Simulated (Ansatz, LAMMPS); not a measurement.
# How well does each level of theory give the bulk modulus of cubic perovskite SrTiO3 (cubic form, which distorts at low temperature)?

Reference value: 172 GPa (measured, room temperature, no zero-point or thermal correction, Murnaghan fit, sources range from 165 to 179; as tabulated in Guennou et al. (2010), arXiv:0910.0710).

**Question.** Put these levels in order of the bulk modulus that they give for cubic perovskite SrTiO3 (cubic form, which distorts at low temperature), smallest first: Hartree–Fock (Ansatz, a first-principles code), PBEsol (Ansatz), ionic model pedone2006 (rigid ions, LAMMPS).

**Answer.** ionic model pedone2006 (169 GPa), PBEsol (186 GPa), Hartree–Fock (213 GPa)

Unless a cell is named, each level is at its own relaxed cell (ionic model pedone2006 12.07, PBEsol 11.78, Hartree–Fock 11.95 Å³/atom).

Differences against the reference: ionic model pedone2006 -1.7 %, PBEsol +8.1 %, Hartree–Fock +24 %.

The reference has no zero-point or thermal correction, while the calculations are for a static lattice, so the differences are not the levels' errors alone. A static lattice is as a rule stiffer than a warm one, by over a tenth in soft solids.  Ionic model pedone2006, Hartree–Fock, PBEsol: the relaxation could not lower the start's symmetry, so the cell can be a saddle point above a distorted one. Each level is taken at its own relaxed cell. Cutoffs and k meshes differ between the levels. Ansatz's density-functional and Hartree–Fock values are scalar-relativistic unless marked +SOC, with PAW data made under PBE.

Empirical potentials (ionic model pedone2006) are fitted to chosen data, which need not cover the solid at hand: agreement can be built in, and what lay outside the fit can be far off.

Differences are worked out from the printed values.
